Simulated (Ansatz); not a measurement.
**HCO, doublet: up the ladder of correlation methods**

Computed with Ansatz's Gaussian-basis code (development build); BCCD by scripts on PySCF. Nonrelativistic, STO-3G, 2 core orbitals frozen. Perturbation and coupled-cluster methods stand on the Hartree–Fock determinant that coupled cluster favours; RHF here means ROHF, with semicanonical perturbation theory. The state met can differ between shapes. The basis is small, far from the limit. The unrestricted determinant is a mixture of spins, so it may stand for another state.

Shape A. A bond is stretched, to 2.26 times the sum of the covalent radii.

```xyz
3

C     0.0000    0.0000    0.0000
H     0.0000    1.9964   -1.3671
O     0.0000    0.0000    1.1760
```

Shape B. A bond is stretched, to 2.24 times the sum of the covalent radii.

| atom | x (Å) | y (Å) | z (Å) |
| --- | --- | --- | --- |
| C | 0.0000 | 0.0000 | 0.0000 |
| H | 0.0000 | 0.9200 | -0.6300 |
| O | 0.0000 | 0.0000 | 3.1752 |

Shape C. A bond is stretched, to 1.24 times the sum of the covalent radii.

```xyz
3

C     0.0000    0.0000    0.0000
H     0.0000    0.9200   -0.6300
O     0.0000    0.0000    1.7640
```

Correlation energy of CCSD(T), then each method's total less that of CCSD(T), in eV:

```tsv
case	E corr CCSD(T)	CCSD	BCCD	BCCD(T)	determinant
A RHF	-4.034	+0.240	+0.294	+0.002	–
B UHF	-0.560	0.000	0.000	0.000	⟨S²⟩ = 2.753
C RHF	-4.171	+0.340	+0.240	-0.137	–
C UHF	-2.222	+0.044	+0.198	+0.059	⟨S²⟩ = 2.082
```

(1) How far does full CI lie from CCSD(T) in each case, and where is CCSD(T) within 1 kcal/mol (0.043 eV)?

(2) Which method comes nearest to full CI in total energy for C RHF?

## Answers

(1) A RHF: -0.025 eV (within); B UHF: -0.004 eV (within, spin-contaminated determinant); C RHF: -0.354 eV (outside, other state); C UHF: -0.200 eV (outside, spin-contaminated determinant).

(2) BCCD(T), 0.217 eV away; next CCSD(T) (0.354 eV), last CCSD (0.694 eV).

Coupled cluster and full CI may stand on different states here. Several Brueckner solutions were met.
